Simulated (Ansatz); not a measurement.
**SiCl (SMILES [Si]Cl) at UBCCD(T)/aug-cc-pVTZ**

What is the energy change on altering one bond length of SiCl at UBCCD(T)/aug-cc-pVTZ? 

Program for the calculation: Ansatz 0.2.0.

40 further runs of the same task are left out: 40 set aside as unsound or not needed.

## (1) The structure to begin with

SiCl has 2 atoms, charge 0, and is taken as a doublet. As SMILES, `[Si]Cl`. The coordinates come from a PBE0-D4/def2-TZVP relaxation.

Bond lengths: Si1–Cl2 2.067 Å.

## (2) A single-point energy at UBCCD(T)/aug-cc-pVTZ

input.yaml reads:

```yaml
crystal:
  periodic: [false, false, false]
  atoms:
    - {symbol: Si, position_ang: [0.881810, -0.293660, 0.452120]}
    - {symbol: Cl, position_ang: [-0.881810, 0.293660, -0.452120]}
basis:
  gaussian:
    orbitals: aug-cc-pVTZ
total_charge: 0
correlation:
  method: bccd_t
  frozen_orbitals: {Cl: 5, Si: 5}
magnetization:
  spin_polarized: true
  initial_magnetization: 1
accuracy: high
scf:
  omitted_lower_state_checks: [cluster_reference, increment]
```

Run with:

```console
$ ansatz run input.yaml --threads 1 --pin off --max-ram 3480MiB --events-out events.jsonl --progress --plain --runs-dir runs
```

The program printed:

```text
Warning: RAYON_NUM_THREADS=1 ignored (pool sized by the plan → 1); use --threads N
Functional definition: HF
  name "HF"
  exchange = exact_x
  correlation = 0
these checks for a lower state are left out or cut short: cluster_reference, increment
1299 factors; integrals over basis functions are off by at most 3.8e-9 eV
mean field evaluation 1: about -20365.6070 eV, gradient 8.0e0 eV
mean field evaluation 2: about -20365.7277 eV, gradient 8.3e0 eV
mean field evaluation 4: about -20366.4228 eV, gradient 1.4e0 eV
mean field evaluation 8: about -20366.4720 eV, gradient 1.8e-1 eV
mean field evaluation 16: about -20366.4731 eV, gradient 1.1e-6 eV
mean field evaluation 32: about -20366.4731 eV, gradient 2.6e-8 eV
mean field -20366.47309416 eV, -748.4540813193 hartree, gradient 7.0e-8 eV, S^2 0.775450; 4 other end points of the search recorded, 0 dependent functions left out
10 core orbitals not correlated: weight in the atoms' cores, before any rotation towards them, 1.000 or more for the frozen orbitals, at most 0.000 for the correlated occupied ones
reference -20366.47309416 eV, -748.4540813193 hartree; 6, 5 occupied and 84, 85 virtual orbitals, 1299 factors
second order -7.25488457 eV of doubles, -0.00000000 eV of singles
cycle   1  -7.77619140 eV  change   -5.2e-1 eV  update   7.4e-2
cycle   2  -8.00513234 eV  change   -2.3e-1 eV  update   2.9e-2
cycle   3  -8.05543902 eV  change   -5.0e-2 eV  update   1.6e-2
cycle   4  -8.04451373 eV  change    1.1e-2 eV  update   5.5e-3
cycle   5  -8.04306578 eV  change    1.4e-3 eV  update   2.1e-3
cycle   6  -8.04337054 eV  change   -3.0e-4 eV  update   8.5e-4
cycle   7  -8.04311099 eV  change    2.6e-4 eV  update   2.8e-4
cycle   8  -8.04317216 eV  change   -6.1e-5 eV  update   1.0e-4
cycle   9  -8.04318060 eV  change   -8.4e-6 eV  update   3.3e-5
cycle  10  -8.04316321 eV  change    1.7e-5 eV  update   1.3e-5
cycle  11  -8.04316833 eV  change   -5.1e-6 eV  update   5.7e-6
cycle  12  -8.04316913 eV  change   -7.9e-7 eV  update   2.4e-6
cycle  13  -8.04317174 eV  change   -2.6e-6 eV  update   1.0e-6
cycle  14  -8.04317237 eV  change   -6.3e-7 eV  update   3.5e-7
cycle  15  -8.04317234 eV  change    2.7e-8 eV  update   1.4e-7
cycle  16  -8.04317228 eV  change    6.0e-8 eV  update   6.5e-8
cycle  17  -8.04317229 eV  change   -4.3e-9 eV  update   3.7e-8
cycle  18  -8.04317229 eV  change   -6.6e-9 eV  update   2.6e-8
cycle  19  -8.04317211 eV  change    1.8e-7 eV  update   9.2e-8
cycle  20  -8.04317212 eV  change   -7.1e-9 eV  update   2.5e-8
cycle  21  -8.04317211 eV  change    7.4e-9 eV  update   7.2e-9
cycle  22  -8.04317211 eV  change  -4.9e-10 eV  update   2.5e-9
cycle  23  -8.04317212 eV  change  -2.2e-10 eV  update  9.4e-10
perturbative correction -0.39393651 eV, -0.0144768997 hartree
Total energy: -20374.91020279 eV, -748.7641393423 hartree
Checks for a lower state left out: cluster_reference, increment
```

Wall time 18 s (1 thread of Intel Xeon 6975P-C (Granite Rapids), shared host); peak memory 1.1 GiB.

## (3) The distorted shape

input.yaml reads:

```yaml
crystal:
  periodic: [false, false, false]
  atoms:
    - {symbol: Si, position_ang: [2.292705, -0.763516, 1.175512]}
    - {symbol: Cl, position_ang: [-0.881810, 0.293660, -0.452120]}
basis:
  gaussian: {orbitals: aug-cc-pVTZ}
correlation: {method: bccd_t, frozen_orbitals: {Cl: 5, Si: 5}}
scf: {omitted_lower_state_checks: [cluster_reference, increment]}
magnetization: {spin_polarized: true, initial_magnetization: 1}
accuracy: high
```

Run with:

```console
$ ansatz run input.yaml --threads 1 --pin off --max-ram 3480MiB --events-out events.jsonl --progress --plain --runs-dir runs
```

The program printed:

```text
Warning: RAYON_NUM_THREADS=1 ignored (pool sized by the plan → 1); use --threads N
[... 4 set-up lines as earlier in the session ...]
these checks for a lower state are left out or cut short: cluster_reference, increment
1266 factors; integrals over basis functions are off by at most 3.7e-9 eV
mean field evaluation 1: about -20360.2976 eV, gradient 1.5e1 eV
mean field evaluation 2: about -20360.3048 eV, gradient 1.5e1 eV
mean field evaluation 4: about -20362.6876 eV, gradient 1.8e0 eV
mean field evaluation 8: about -20362.7765 eV, gradient 2.3e-1 eV
mean field evaluation 16: about -20362.9196 eV, gradient 2.8e0 eV
mean field evaluation 32: about -20362.7626 eV, gradient 1.8e0 eV
mean field evaluation 64: about -20362.5141 eV, gradient 4.0e0 eV
mean field evaluation 96: about -20363.5563 eV, gradient 3.2e-7 eV
mean field evaluation 128: about -20363.3038 eV, gradient 9.8e-1 eV
mean field evaluation 160: about -20363.5527 eV, gradient 1.3e-1 eV
mean field evaluation 192: about -20363.5526 eV, gradient 1.4e-1 eV
mean field evaluation 224: about -20362.5762 eV, gradient 4.1e0 eV
mean field evaluation 256: about -20363.4672 eV, gradient 1.7e-3 eV
mean field evaluation 288: about -20363.4998 eV, gradient 3.8e-1 eV
mean field evaluation 320: about -20363.3475 eV, gradient 4.5e-1 eV
mean field evaluation 352: about -20362.1610 eV, gradient 8.6e0 eV
mean field evaluation 384: about -20363.1863 eV, gradient 1.1e0 eV
mean field evaluation 416: about -20363.3390 eV, gradient 2.2e-2 eV
mean field evaluation 448: about -20363.3702 eV, gradient 3.3e-5 eV
mean field evaluation 480: about -20362.7726 eV, gradient 7.9e-6 eV
mean field -20363.55626164 eV, -748.3468897013 hartree, gradient 3.4e-8 eV, S^2 1.687419; 23 other end points of the search recorded, 0 dependent functions left out
10 core orbitals not correlated: weight in the atoms' cores, before any rotation towards them, 1.000 or more for the frozen orbitals, at most 0.000 for the correlated occupied ones
reference -20363.55626164 eV, -748.3468897013 hartree; 6, 5 occupied and 84, 85 virtual orbitals, 1266 factors
second order -6.11151716 eV of doubles, -0.00000000 eV of singles
cycle   1  -6.92163511 eV  change   -8.1e-1 eV  update   8.6e-2
cycle   2  -7.22905346 eV  change   -3.1e-1 eV  update   3.7e-2
cycle   3  -7.26326122 eV  change   -3.4e-2 eV  update   3.6e-2
cycle   4  -7.30799355 eV  change   -4.5e-2 eV  update   3.2e-2
cycle   5  -7.37564856 eV  change   -6.8e-2 eV  update   2.5e-2
cycle   6  -7.36759184 eV  change    8.1e-3 eV  update   1.8e-2
cycle   7  -7.37180098 eV  change   -4.2e-3 eV  update   1.6e-2
cycle   8  -7.34923132 eV  change    2.3e-2 eV  update   1.0e-2
cycle   9  -7.35751914 eV  change   -8.3e-3 eV  update   5.9e-3
cycle  10  -7.32284354 eV  change    3.5e-2 eV  update   5.1e-3
cycle  11  -7.33133213 eV  change   -8.5e-3 eV  update   1.0e-3
cycle  12  -7.32637073 eV  change    5.0e-3 eV  update   1.2e-3
cycle  13  -7.32236781 eV  change    4.0e-3 eV  update   4.6e-4
cycle  14  -7.32395794 eV  change   -1.6e-3 eV  update   3.1e-4
cycle  15  -7.32389136 eV  change    6.7e-5 eV  update   9.3e-5
cycle  16  -7.32379613 eV  change    9.5e-5 eV  update   4.7e-5
cycle  17  -7.32392480 eV  change   -1.3e-4 eV  update   2.8e-5
cycle  18  -7.32388891 eV  change    3.6e-5 eV  update   1.9e-5
cycle  19  -7.32389194 eV  change   -3.0e-6 eV  update   9.9e-6
cycle  20  -7.32389977 eV  change   -7.8e-6 eV  update   5.8e-6
cycle  21  -7.32390227 eV  change   -2.5e-6 eV  update   3.0e-6
cycle  22  -7.32390267 eV  change   -4.0e-7 eV  update   1.1e-6
cycle  23  -7.32390272 eV  change   -5.2e-8 eV  update   5.9e-7
cycle  24  -7.32390325 eV  change   -5.3e-7 eV  update   3.1e-7
cycle  25  -7.32390324 eV  change    1.5e-8 eV  update   1.7e-7
cycle  26  -7.32390340 eV  change   -1.6e-7 eV  update   1.2e-7
cycle  27  -7.32390347 eV  change   -7.3e-8 eV  update   7.1e-8
cycle  28  -7.32390341 eV  change    6.1e-8 eV  update   5.0e-8
cycle  29  -7.32390332 eV  change    9.6e-8 eV  update   1.1e-7
cycle  30  -7.32390330 eV  change    2.0e-8 eV  update   4.2e-8
cycle  31  -7.32390329 eV  change    6.5e-9 eV  update   2.0e-8
cycle  32  -7.32390329 eV  change   5.0e-10 eV  update   1.2e-8
cycle  33  -7.32390329 eV  change   -3.5e-9 eV  update   6.8e-9
cycle  34  -7.32390330 eV  change   -4.4e-9 eV  update   4.0e-9
cycle  35  -7.32390330 eV  change   -1.6e-9 eV  update   1.9e-9
cycle  36  -7.32390330 eV  change  -2.9e-10 eV  update   1.1e-9
cycle  37  -7.32390330 eV  change   1.3e-10 eV  update  7.1e-10
perturbative correction -0.38093017 eV, -0.0139989255 hartree
Total energy: -20371.26109511 eV, -748.6300371086 hartree
Checks for a lower state left out: cluster_reference, increment
```

Run time: 65 s. Hardware: 1 thread of Intel Xeon 6975P-C (Granite Rapids), shared host; peak memory 1.1 GiB.

## (4) Outcome

At UBCCD(T)/aug-cc-pVTZ, 10 core orbitals frozen:

| quantity | value |
| --- | --- |
| first shape: total energy | -748.76414 Eh |
| first shape: correlation energy (10 core orbitals frozen) | -310.1 mEh |
| first shape: (T) correction | -14.48 mEh |
| first shape: ⟨S²⟩ of the reference determinant | 0.775 |
| distorted shape: total energy | -748.63004 Eh |
| distorted shape: correlation energy (10 core orbitals frozen) | -283.1 mEh |
| distorted shape: (T) correction | -14.00 mEh |
| distorted shape: ⟨S²⟩ of the reference determinant | 1.687 |
| energy change with the Si1–Cl2 bond stretched from 2.067 to 3.721 Å | 3.649 eV |

What this shows: With the Si1–Cl2 bond stretched from 2.067 to 3.721 Å the energy rises by 3.65 eV (84 kcal/mol). The first shape isn't relaxed at this level, so the change isn't measured from a minimum. The triples (first shape) make up 4.7 % of the correlation energy. ⟨S²⟩ (distorted shape) is 1.69 where a pure doublet has 0.75: the reference is spin-contaminated. The triples (distorted shape) make up 4.9 % of the correlation energy.
